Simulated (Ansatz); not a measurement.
We consider chalcopyrite ZnGeP2, described by BLYP (plane waves, PAW; Ansatz, an electronic-structure program).

Settings: plane-wave cutoff 520 eV, 10×10×10 k mesh, Fermi–Dirac smearing 0.01 eV, scalar-relativistic PAW data made under PBE.

Results at a series of volumes:

```csv
V (Å³/atom),E − E_lowest (meV/atom),P (GPa)
20.816,7.24,2.777
21.249,1.74,1.310
21.683,0.00,0.002
22.117,1.60,-1.165
22.550,6.19,-2.206
```

Question: Estimate the bulk modulus from the pressures at 21.249 and 22.117 Å³/atom, and compare it with a fit to all energies.

Answer: B = −V dP/dV. Between V = 21.249 and 22.117 Å³/atom, dP/dV = (-1.165 − (1.310))/(22.117 − 21.249) = -2.85 GPa per Å³/atom; at the midpoint 21.683 Å³/atom this gives B ≈ 61.8 GPa. The third-order Birch–Murnaghan fit gives V0 = 21.684 Å³/atom, B0 = 61.7 GPa, B′ = 4.7, which lies within 1 % of that estimate.

Shape and atoms are relaxed at each volume.

Measured, for comparison: bulk modulus 79 GPa (room temperature, no zero-point or thermal correction; as tabulated in Isothermal phase behavior of Ag3SbS3, ZnGeP2, and ZnS (abstract)). Computed (rounded) less measured: bulk modulus -22 %.

Note: the bulk modulus comes from volumes at which shape and atoms were relaxed.

Static lattice: no zero-point or thermal effects.

Computing time: very roughly 40 core-minutes.
